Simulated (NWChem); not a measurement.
Species: C₃H₄ cation, doublet; SMILES of the neutral closed-shell parent C=C=C

```xyz
7

C      0.0000    -1.3255     0.0000
C      0.0000     0.0000     0.0000
C      0.0000     1.3255     0.0000
H     -0.8666    -1.9021    -0.3920
H      0.8666    -1.9021     0.3920
H      0.8666     1.9021    -0.3920
H     -0.8666     1.9021     0.3920
```
Atoms are numbered in this order, from 1.

All runs: NWChem. Pople sets run with spherical d functions. Spin-unrestricted. Spin-contaminated determinants: UHF/6-31G* (<S²> = 0.86). In the optimisation the excess spin sits in b3 (D2, its own frame). Structure relaxed at the PBE-D3(BJ)/def2-SVP, spin-unrestricted level. The spin multiplicity was typed, not searched, and may not be the lowest. No stability test was run on the SCF state. Atomic charges in e: unrestrained fits to the electrostatic potential beside Mulliken populations; buried atoms are poorly determined by the fit.

For level B3LYP/def2-SVP:

```
Property     Value
-----------  -----
ESP C1       -0.17
Mulliken C1  -0.01
ESP C2        0.33
Mulliken C2   0.23
ESP C3       -0.17
Mulliken C3  -0.01
```

How do the values read with level UHF/6-31G* instead?

The ESP C1 is -0.28, the Mulliken C1 is -0.39 and the ESP C2 is 0.43. The Mulliken C2 is 0.39. The ESP C3 is -0.28 and the Mulliken C3 is -0.39.
